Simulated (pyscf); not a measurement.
H₃Ge–SnH₃ (SMILES [GeH3][SnH3]) + HF (SMILES F) → F–SnH₂–GeH₃ (SMILES [F][SnH2][GeH3]) + H₂ (SMILES [H][H]) (four-centre exchange; singlet surface; H–Sn, F–H broken, F–Sn, H–H formed). Single points on ωB97X-D3(BJ)/def2-SVP structures (PySCF, gas phase). Rate constants from transition-state theory, ωB97M-D3(BJ)/def2-TZVP energies (ideal gas, 1 atm, RRHO with modes under 100 cm⁻¹ raised to 100, one conformer, R ln 2 for rigid chiral ones; no tunnelling), k in cm³ molecule⁻¹ s⁻¹.

| T (K) | 1000/T | log10 k |
|---|---|---|
| 298 | 3.354 | -31.52 |
| 600 | 1.667 | ? |
| 900 | 1.111 | -18.41 |
| 1200 | 0.833 | -16.63 |

Problem. Fit an Arrhenius line to the three values, give the activation energy, and predict k at 600 K.

Solution. Least squares gives log10 k = -11.80 − 5.88 × 1000/T, so Ea = 5.88 × ln 10 × 1.987 = 26.9 kcal/mol, against an electronic barrier of 26.4. At 600 K the line gives -21.60; the computed value is -21.76 (ΔG‡ = 43.3 kcal/mol), a factor 1.4 under the line, since the plot is curved. At the saddle there is also a short H–Sn contact that neither side keeps. One saddle was located; it need not be the lowest between these sides. Elements up to Kr have no core potential and no relativistic terms here. Elements past Kr carry the def2 core potentials, without spin-orbit coupling.
